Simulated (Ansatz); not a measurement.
C3H5FO2 (`CC1(F)OCO1`) at its PBE0-D4/def2-TZVP geometry, where that method's forces vanish. Charge 0, multiplicity 1.

| atom | x (Å) | y (Å) | z (Å) |
| --- | --- | --- | --- |
| C1 | 0.2922 | 1.3518 | 0.6253 |
| C2 | 0.4418 | -0.0753 | 0.2060 |
| F3 | 1.6331 | -0.5473 | 0.6675 |
| O4 | -0.5989 | -0.9426 | 0.5638 |
| C5 | -0.7139 | -1.2591 | -0.8147 |
| O6 | 0.3092 | -0.3398 | -1.1636 |
| H7 | 0.3228 | 1.4126 | 1.7136 |
| H8 | -0.6564 | 1.7456 | 0.2635 |
| H9 | 1.1136 | 1.9371 | 0.2111 |
| H10 | -0.4555 | -2.2989 | -1.0416 |
| H11 | -1.6880 | -0.9840 | -1.2308 |

(1) For each bond, give half the difference of the two atoms' forces along it (eV/Å; positive pushes the atoms apart) under PBE-D4, r2SCAN-D4, B3LYP-D4, ωB97M-V in def2-TZVPP. (An estimate is asked.)

## Answers

(1) Computed: 
```tsv
bond	length (Å)	PBE-D4	r2SCAN-D4	B3LYP-D4	ωB97M-V
C1–C2	1.495	-0.22	-0.13	-0.08	0.01
C1–H7	1.090	0.10	-0.03	-0.06	-0.07
C1–H8	1.089	0.09	-0.03	-0.06	-0.07
C1–H9	1.090	0.10	-0.03	-0.06	-0.07
C2–F3	1.362	0.59	0.29	0.25	0.11
C2–O4	1.401	0.49	0.28	0.25	0.12
C2–O6	1.401	0.49	0.28	0.25	0.12
O4–C5	1.419	0.47	0.35	0.37	0.27
C5–O6	1.419	0.47	0.35	0.37	0.27
C5–H10	1.095	0.02	-0.11	-0.22	-0.20
C5–H11	1.094	0.02	-0.12	-0.22	-0.19
```

B3LYP here is the variant with VWN-RPA as its local correlation; programs differ in this.
